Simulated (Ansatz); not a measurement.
```xyz
7

C    -0.394    0.562   -0.685
S    -0.451    0.294    1.096
S     1.260   -0.751    1.457
H    -0.487   -0.379   -1.227
H     0.524    1.074   -0.970
H    -1.251    1.199   -0.921
H     0.799   -2.001    1.249
```

The species carries charge 0 and has multiplicity 1.

**Question.** List the PBE0/def2-TZVPP orbital energies in eV (Ansatz). (An estimate is asked.)

**Answer.** The calculation gave: Occupied: -2423.01, -2423.00, -278.98, -218.28, -218.25, -162.15, -162.12, -162.04, -162.01, -161.89, -161.85, -22.91, -20.35, -17.16, -12.77, -12.32, -11.74, -10.76, -9.48, -7.36, -6.93. Lowest empty: -0.49, 0.56, 1.12, 2.13, 2.94, 3.02, 4.75, 5.07.
